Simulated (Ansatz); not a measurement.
LiSi2. Charge 0, multiplicity 2. Geometry relaxed at PBE-D4/def2-TZVP.

| atom | x (Å) | y (Å) | z (Å) |
| --- | --- | --- | --- |
| Li1 | -0.834 | 0.321 | -1.266 |
| Si2 | -0.237 | 0.435 | 1.215 |
| Si3 | 1.071 | -0.757 | 0.051 |

The structure comes from a short search, and lower isomers may exist.

(1) Estimate the harmonic wavenumbers at UKS PBE-D4/def2-TZVP (Ansatz, unscaled). Is this a minimum?

Results:

(1) 222, 417, 580 cm⁻¹. Yes, no mode is imaginary beyond noise. Zero-point energy 7.3 kJ/mol. Run time 5.5 s (4 threads of Arm Neoverse V2 on a shared host).
